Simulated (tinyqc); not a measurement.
Coupled-perturbed Hartree-Fock on RHF in the sto-3g basis, for LiH, spin multiplicity 1, step by step. Computed by tinyqc, a small Python program that keeps every step (integrals from PySCF). Settings: charge = 0, multiplicity = 1, basis = sto-3g, method = RHF, energy threshold = 1e-10, iteration cap = 79, orthogonalisation = symmetric, start = atomic densities, DIIS depth = 6. Command: `OMP_NUM_THREADS=1 python tinyqc.py 23627 23628 out.jsonl` (the two numbers bound the seeds that draw the settings). One thread of a shared host (Intel(R) Xeon(R) Processor @ 2.60GHz), about 0.2 s of CPU time with the checks. The early iterations of the SCF are left out here.

## One-electron integrals

Geometry (angstrom):
```
atom         x         y         z
Li    0.000000  0.000000  0.000000
H     0.000000  0.000000  1.606000
```

Basis sto-3g: exponents (1/bohr^2) and contraction coefficients of normalised primitives:
```
element  l (shell)   exponent  coefficient
Li           s (1)  16.119575     0.154329
Li           s (1)   2.936201     0.535328
Li           s (1)   0.794651     0.444635
Li           s (2)   0.636290    -0.099967
Li           s (2)   0.147860     0.399513
Li           s (2)   0.048089     0.700115
Li           p (3)   0.636290     0.155916
Li           p (3)   0.147860     0.607684
Li           p (3)   0.048089     0.391957
H            s (1)   3.425251     0.154329
H            s (1)   0.623914     0.535328
H            s (1)   0.168855     0.444635
```

Overlap, kinetic and nuclear-attraction integrals over the contracted functions; the nuclear repulsion is the sum of Za Zb / Rab.

nuclear repulsion = 0.98850039 hartree

overlap S:
```
           1Li 1s    1Li 2s   1Li 2px   1Li 2py   1Li 2pz     2H 1s
1Li 1s   1.000000  0.241137  0.000000  0.000000  0.000000  0.065671
1Li 2s   0.241137  1.000000  0.000000  0.000000  0.000000  0.393772
1Li 2px  0.000000  0.000000  1.000000  0.000000  0.000000  0.000000
1Li 2py  0.000000  0.000000  0.000000  1.000000  0.000000  0.000000
1Li 2pz  0.000000  0.000000  0.000000  0.000000  1.000000  0.511778
2H 1s    0.065671  0.393772  0.000000  0.000000  0.511778  1.000000
```

kinetic energy T (hartree):
```
            1Li 1s     1Li 2s   1Li 2px   1Li 2py   1Li 2pz      2H 1s
1Li 1s    3.576786  -0.020237  0.000000  0.000000  0.000000  -0.015599
1Li 2s   -0.020237   0.102163  0.000000  0.000000  0.000000   0.041753
1Li 2px   0.000000   0.000000  0.319682  0.000000  0.000000   0.000000
1Li 2py   0.000000   0.000000  0.000000  0.319682  0.000000   0.000000
1Li 2pz   0.000000   0.000000  0.000000  0.000000  0.319682   0.127695
2H 1s    -0.015599   0.041753  0.000000  0.000000  0.127695   0.760032
```

nuclear attraction V (hartree):
```
            1Li 1s     1Li 2s    1Li 2px    1Li 2py    1Li 2pz      2H 1s
1Li 1s   -8.312382  -1.043794   0.000000   0.000000  -0.015979  -0.282657
1Li 2s   -1.043794  -1.497363   0.000000   0.000000  -0.121833  -0.731219
1Li 2px   0.000000   0.000000  -1.454922   0.000000   0.000000   0.000000
1Li 2py   0.000000   0.000000   0.000000  -1.454922   0.000000   0.000000
1Li 2pz  -0.015979  -0.121833   0.000000   0.000000  -1.552803  -0.962960
2H 1s    -0.282657  -0.731219   0.000000   0.000000  -0.962960  -2.212600
```

core Hamiltonian H = T + V (hartree):
```
            1Li 1s     1Li 2s    1Li 2px    1Li 2py    1Li 2pz      2H 1s
1Li 1s   -4.735595  -1.064031   0.000000   0.000000  -0.015979  -0.298256
1Li 2s   -1.064031  -1.395200   0.000000   0.000000  -0.121833  -0.689466
1Li 2px   0.000000   0.000000  -1.135240   0.000000   0.000000   0.000000
1Li 2py   0.000000   0.000000   0.000000  -1.135240   0.000000   0.000000
1Li 2pz  -0.015979  -0.121833   0.000000   0.000000  -1.233122  -0.835265
2H 1s    -0.298256  -0.689466   0.000000   0.000000  -0.835265  -1.452568
```

## Two-electron integrals

Functions are numbered as in S; the eight-fold symmetry (ij|kl) = (ji|kl) = (kl|ij) leaves the list below.

Two-electron integrals (ij|kl) in chemists' order, unique and non-zero (hartree):
```
(11|11) 1.680395   (21|11) 0.265420   (21|21) 0.049941   (22|11) 0.397727
(22|21) 0.092860   (22|22) 0.290562   (31|31) 0.008981   (32|31) 0.013788
(32|32) 0.064184   (33|11) 0.396640   (33|21) 0.092880   (33|22) 0.290497
(33|33) 0.312946   (41|41) 0.008981   (42|41) 0.013788   (42|42) 0.064184
(43|43) 0.016869   (44|11) 0.396640   (44|21) 0.092880   (44|22) 0.290497
(44|33) 0.279207   (44|44) 0.312946   (51|51) 0.008981   (52|51) 0.013788
(52|52) 0.064184   (53|53) 0.016869   (54|54) 0.016869   (55|11) 0.396640
(55|21) 0.092880   (55|22) 0.290497   (55|33) 0.279207   (55|44) 0.279207
(55|55) 0.312946   (61|11) 0.070303   (61|21) 0.013294   (61|22) 0.025147
(61|33) 0.024851   (61|44) 0.024851   (61|51) 0.001571   (61|52) 0.003037
(61|55) 0.025750   (61|61) 0.003868   (62|11) 0.149697   (62|21) 0.035295
(62|22) 0.114927   (62|33) 0.109213   (62|44) 0.109213   (62|51) 0.005759
(62|52) 0.033541   (62|55) 0.126234   (62|61) 0.011194   (62|62) 0.073221
(63|31) 0.002982   (63|32) 0.013465   (63|53) 0.005301   (63|63) 0.005543
(64|41) 0.002982   (64|42) 0.013465   (64|54) 0.005301   (64|64) 0.005543
(65|11) 0.181033   (65|21) 0.043168   (65|22) 0.146050   (65|33) 0.136279
(65|44) 0.136279   (65|51) 0.008960   (65|52) 0.051313   (65|55) 0.165412
(65|61) 0.014298   (65|62) 0.102293   (65|65) 0.145249   (66|11) 0.328296
(66|21) 0.078812   (66|22) 0.280406   (66|33) 0.256070   (66|44) 0.256070
(66|51) 0.015140   (66|52) 0.105526   (66|55) 0.328689   (66|61) 0.026240
(66|62) 0.221103   (66|65) 0.321459   (66|66) 0.774606
```

## Orthogonalisation

S = U s U^T; symmetric (Loewdin) form X = U s^(-1/2) U^T, so that X^T S X = 1.

eigenvalues of S: 0.348537  0.799006  1.000000  1.000000  1.170571  1.681886

X:
```
            1Li 1s     1Li 2s   1Li 2px   1Li 2py    1Li 2pz      2H 1s
1Li 1s    1.023089  -0.128891  0.000000  0.000000  -0.004761   0.007103
1Li 2s   -0.128891   1.110126  0.000000  0.000000   0.112327  -0.277004
1Li 2px   0.000000   0.000000  1.000000  0.000000   0.000000   0.000000
1Li 2py   0.000000   0.000000  0.000000  1.000000   0.000000   0.000000
1Li 2pz  -0.004761   0.112327  0.000000  0.000000   1.144455  -0.357102
2H 1s     0.007103  -0.277004  0.000000  0.000000  -0.357102   1.230271
```

## Iteration 8 (converged): orbitals

converged F (hartree):
```
            1Li 1s     1Li 2s   1Li 2px   1Li 2py    1Li 2pz      2H 1s
1Li 1s   -2.346279  -0.639938  0.000000  0.000000   0.014165  -0.179208
1Li 2s   -0.639938  -0.227131  0.000000  0.000000  -0.104030  -0.267786
1Li 2px   0.000000   0.000000  0.163944  0.000000   0.000000   0.000000
1Li 2py   0.000000   0.000000  0.000000  0.163944   0.000000   0.000000
1Li 2pz   0.014165  -0.104030  0.000000  0.000000   0.000514  -0.234688
2H 1s    -0.179208  -0.267786  0.000000  0.000000  -0.234688  -0.148349
```

Diagonalise F' = X^T F X, C = X C', fill 2 alpha and 2 beta electrons from the bottom; D = 2 C_occ C_occ^T. Each column has its largest component positive (the first on a tie).

F' = X^T F X (hartree):
```
           1          2         3         4          5          6
1  -2.293247  -0.352783  0.000000  0.000000   0.023776  -0.035226
2  -0.352783  -0.006989  0.000000  0.000000   0.022517  -0.273380
3   0.000000   0.000000  0.163944  0.000000   0.000000   0.000000
4   0.000000   0.000000  0.000000  0.163944   0.000000   0.000000
5   0.023776   0.022517  0.000000  0.000000   0.165321  -0.314309
6  -0.035226  -0.273380  0.000000  0.000000  -0.314309   0.125446
```

orbital energies (hartree): MO1 -2.348903, MO2 -0.284759, MO3 0.078163, MO4 0.163944, MO5 0.163944, MO6 0.546030

coefficients C:
```
               MO1        MO2        MO3        MO4       MO5        MO6
1Li 1s    0.991256  -0.166702  -0.210119   0.000000  0.000000   0.094172
1Li 2s    0.032739   0.455773   0.799459   0.000000  0.000000  -0.700290
1Li 2px   0.000000   0.000000   0.000000  -0.018275  0.999833   0.000000
1Li 2py   0.000000   0.000000   0.000000   0.999833  0.018275   0.000000
1Li 2pz  -0.006264   0.345811  -0.611986   0.000000  0.000000  -0.977644
2H 1s     0.004217   0.549434  -0.140611   0.000000  0.000000   1.181610
```

D after iteration 8:
```
            1Li 1s     1Li 2s   1Li 2px   1Li 2py    1Li 2pz      2H 1s
1Li 1s    2.020758  -0.087051  0.000000  0.000000  -0.127713  -0.174823
1Li 2s   -0.087051   0.417602  0.000000  0.000000   0.314812   0.501111
1Li 2px   0.000000   0.000000  0.000000  0.000000   0.000000   0.000000
1Li 2py   0.000000   0.000000  0.000000  0.000000   0.000000   0.000000
1Li 2pz  -0.127713   0.314812  0.000000  0.000000   0.239249   0.379948
2H 1s    -0.174823   0.501111  0.000000  0.000000   0.379948   0.603792
```

Within a degenerate level the vectors are fixed only up to a rotation; this is one choice.

## Convergence

Stop when the energy changes by less than 1e-10 hartree and every element of the error matrix X^T (F D S - S D F) X is below 3e-06.

Course of the cycle:
```
iteration  E (hartree)     change  largest element of the error matrix
1          -7.66621801          -                             1.76e-01
2          -7.85314876  -1.87e-01                             7.60e-02
3          -7.86058584  -7.44e-03                             1.95e-02
4          -7.86150550  -9.20e-04                             5.16e-03
5          -7.86166298  -1.57e-04                             2.52e-04
6          -7.86166329  -3.16e-07                             2.57e-05
7          -7.86166329  -2.09e-09                             5.37e-07
8          -7.86166329  -5.74e-13                             6.68e-08
```

PySCF RHF in the same basis = -7.86166329 hartree

Converged in 8 iterations.

## Integrals over molecular orbitals

(pq|rs) = sum C_ip C_jq C_kr C_ls (ij|kl), one index at a time.

one-electron integrals over orbitals h = C^T H C (hartree):
```
           1          2          3          4          5          6
1  -4.726168   0.105283   0.166891   0.000000   0.000000  -0.035137
2   0.105283  -1.490334   0.032724   0.000000   0.000000  -0.051051
3   0.166891   0.032724  -1.125140   0.000000   0.000000   0.030332
4   0.000000   0.000000   0.000000  -1.135240   0.000000   0.000000
5   0.000000   0.000000   0.000000   0.000000  -1.135240   0.000000
6  -0.035137  -0.051051   0.030332   0.000000   0.000000  -0.951999
```

Two-electron integrals over orbitals (pq|rs), unique and non-zero (hartree):
```
(11|11) 1.658584    (21|11) -0.111436   (21|21) 0.013268    (22|11) 0.365974
(22|21) 0.006153    (22|22) 0.486895    (31|11) -0.138625   (31|21) 0.011199
(31|22) -0.015799   (31|31) 0.021670    (32|11) 0.013578    (32|21) -0.003333
(32|22) -0.048681   (32|31) 0.000173    (32|32) 0.013125    (33|11) 0.395609
(33|21) -0.011000   (33|22) 0.223439    (33|31) 0.001814    (33|32) 0.007563
(33|33) 0.337818    (41|41) 0.009818    (42|41) 0.007484    (42|42) 0.023390
(43|41) 0.010259    (43|42) 0.019282    (43|43) 0.041275    (44|11) 0.396320
(44|21) -0.004343   (44|22) 0.269876    (44|31) -0.004977   (44|32) 0.005833
(44|33) 0.281976    (44|44) 0.312946    (51|51) 0.009818    (52|51) 0.007484
(52|52) 0.023390    (53|51) 0.010259    (53|52) 0.019282    (53|53) 0.041275
(54|54) 0.016869    (55|11) 0.396320    (55|21) -0.004343   (55|22) 0.269876
(55|31) -0.004977   (55|32) 0.005833    (55|33) 0.281976    (55|44) 0.279207
(55|55) 0.312946    (61|11) 0.053524    (61|21) -0.008939   (61|22) -0.006876
(61|31) -0.002412   (61|32) 0.001712    (61|33) 0.010485    (61|44) 0.000612
(61|55) 0.000612    (61|61) 0.008618    (62|11) -0.042188   (62|21) 0.004635
(62|22) 0.126488    (62|31) 0.000628    (62|32) -0.034673   (62|33) -0.012572
(62|44) -0.016597   (62|55) -0.016597   (62|61) 0.000110    (62|62) 0.123992
(63|11) 0.017691    (63|21) -0.003636   (63|22) -0.051399   (63|31) 0.004389
(63|32) 0.009470    (63|33) 0.035977    (63|44) 0.002291    (63|55) 0.002291
(63|61) 0.004310    (63|62) -0.031960   (63|63) 0.026463    (64|41) -0.006117
(64|42) -0.019574   (64|43) -0.013712   (64|64) 0.019732    (65|51) -0.006117
(65|52) -0.019574   (65|53) -0.013712   (65|65) 0.019732    (66|11) 0.361715
(66|21) 0.003218    (66|22) 0.453605    (66|31) -0.011335   (66|32) -0.043425
(66|33) 0.241397    (66|44) 0.268048    (66|55) 0.268048    (66|61) -0.003116
(66|62) 0.133816    (66|63) -0.044106   (66|66) 0.453576
```

## Response to a field: uncoupled start

dipole integrals <a|y|i> (bohr):
```
          i1        i2
a3  0.000000  0.000000
a4  0.206330  0.976173
a5  0.003771  0.017843
a6  0.000000  0.000000
```

Field along y; U_ai = -mu_ai / (e_a - e_i), alpha = -4 sum U_ai mu_ai.

uncoupled U:
```
           i1         i2
a3   0.000000   0.000000
a4  -0.082110  -2.175546
a5  -0.001501  -0.039765
a6   0.000000   0.000000
```

uncoupled polarisability = 8.565468 bohr^3

## Coupled step 1

U_ai = -(mu_ai + sum_bj [4 (ai|bj) - (ab|ij) - (aj|bi)] U_bj) / (e_a - e_i); alpha = -4 sum U_ai mu_ai.

U after step 1:
```
           i1         i2
a3   0.000000   0.000000
a4  -0.070901  -3.138923
a5  -0.001296  -0.057374
a6   0.000000   0.000000
```

polarisability = 12.319163 bohr^3

## Coupled step 2

As before.

U after step 2:
```
           i1         i2
a3   0.000000   0.000000
a4  -0.058992  -3.568367
a5  -0.001078  -0.065224
a6   0.000000   0.000000
```

polarisability = 13.986739 bohr^3

## Coupled polarisability

Repeat until U stops changing; compare with -d2E/dF2.

Course of the coupled iterations:
```
step  alpha (bohr^3)
0           8.565468
1          12.319163
2          13.986739
3          14.730872
4          15.063411
5          15.212086
6          15.278567
7          15.308296
8          15.321590
9          15.327535
10         15.330194
11         15.331383
12         15.331914
13         15.332152
14         15.332258
15         15.332306
16         15.332327
17         15.332337
18         15.332341
19         15.332343
20         15.332344
21         15.332344
22         15.332344
23         15.332344
24         15.332344
```

coupled polarisability = 15.332344 bohr^3

finite-field check, fields of +/-0.001 au = 15.332377 bohr^3
